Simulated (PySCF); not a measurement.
Geometries of 2 isomers of C4H10N2, from PBE0-D3(BJ)/def2-SVP geometry optimisation, gas phase (PySCF 2.14.0). One conformer each, no zero-point energy, no frequencies.

**Question.** Which is lower in electronic energy at this level?
A.
```xyz
16
angstrom
C     -1.380   -1.312   -0.257
N     -0.571   -0.303    0.372
C     -1.020    1.085    0.228
C      0.424    1.439   -0.116
N      0.635    0.014   -0.383
C      1.820   -0.579    0.174
H     -1.617   -1.077   -1.316
H     -0.859   -2.282   -0.225
H     -2.318   -1.420    0.309
H     -1.465    1.527    1.132
H     -1.707    1.230   -0.628
H      0.611    2.107   -0.971
H      0.990    1.802    0.764
H      2.698   -0.197   -0.369
H      1.940   -0.366    1.257
H      1.794   -1.671    0.036
```
B.
```xyz
16
angstrom
C     -1.344    0.371   -0.297
C     -0.346    1.342    0.335
N      1.035    1.021    0.020
C      1.344   -0.371    0.297
C      0.346   -1.342   -0.335
N     -1.035   -1.021   -0.020
H     -1.334    0.511   -1.395
H     -2.374    0.588    0.035
H     -0.461    1.308    1.435
H     -0.556    2.382    0.031
H      1.213    1.218   -0.964
H      2.374   -0.588   -0.035
H      1.334   -0.511    1.395
H      0.461   -1.308   -1.435
H      0.556   -2.382   -0.031
H     -1.213   -1.218    0.964
```

**Answer.** B. That is piperazine (`C1CNCCN1`), 41.1 kcal/mol below the other.

| SMILES | atoms numbered as above | E (Eh) | relative (kcal/mol) | relative (kJ/mol) | dipole (D) |
| --- | --- | --- | --- | --- | --- |
| C1CNCCN1 | [CH2:1]1[CH2:2][NH:3][CH2:4][CH2:5][NH:6]1 | -267.43398 | 0.0 | 0.0 | 0.00 |
| CN1CCN1C | [CH3:1][N:2]1[CH2:3][CH2:4][N:5]1[CH3:6] | -267.36843 | 41.1 | 172.1 | 0.62 |

As drawn, the lower has an N–H bond, which the higher lacks; the higher has a four-membered ring and an N–N linkage, which the lower lacks.
